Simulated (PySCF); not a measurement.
C2H6O2S.
Bonds: C1–S2, S2–C3, S2–O4 (double), S2–O5 (double). Hydrogens: H6, H7, H8 on C1; H9, H10, H11 on C3.

Computed, not measured: PySCF, delta-SCF UKS SCAN, pcX-3 on the ionised atom, pcseg-2 elsewhere, spin-free X2C. Binding energies are ΔSCF values: E(core-ionised, relaxed orbitals) − E(ground state) at a fixed geometry, referred to the vacuum level.

Some binding energies are withheld.

```csv
atom(s),bonded to,level,binding energy (eV)
C1/C3,S and 3 H,C 1s,291.65
O4/O5,S (double bond),O 1s,?
S2,2 O (double bond) and 2 C,S 1s,?
S2,2 O (double bond) and 2 C,S 2p3/2,173.67
```

**Question.** Fill in S 1s for S2.

**Answer.** 2482.57 eV (sulfonyl sulfur).

**Question.** Fill in O 1s for O4/O5.

**Answer.** 537.60 eV (sulfonyl oxygen).

**Question.** Which photon energy gives electrons from S 2p3/2 of S2 a kinetic energy of 50 eV, and what is their de Broglie wavelength?

**Answer.** hν = 173.67 + 50 = 223.67 eV, recoil neglected; λ = 12.264 Å/√(E/eV) = 1.73 Å.

Atoms equivalent by their bonding share one computed value, that of the first of them. The 2p values add to the ΔSCF energy of one spin-free hole a correction within the shell (spin–orbit coupling, ligand field). 2p1/2 minus 2p3/2 (ligand field included): S 1.23 eV. Geometry: PBE0-D3(BJ)/def2-TZVP; no solvent, vibrations or thermal averaging.
